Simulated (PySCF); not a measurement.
Calculation: B3LYP-D3(BJ)/def2-TZVP (PySCF 2.14.0). Gas-phase values, no solvent. One relaxed conformer stands for a flexible species; it need not be the lowest. B3LYP has the VWN-RPA correlation part, as in Gaussian. 

Reference species (SMILES): `C[C]S` (excited triplet; C–C–S–H torsion 93°) (neutral, multiplicity 3).

| Item | Value |
|---|---|
| highest occupied spin orbital | -5.70 eV |

Changed species: `C[C]Cl` (triplet; the order of the spin states depends on the level) (X = chloro, multiplicity 3; the reference has X = mercapto, multiplicity 3).

Q: Predict the effect on the highest occupied spin orbital.

A: the highest occupied spin orbital rises by 0.24 eV, to -5.46 eV.
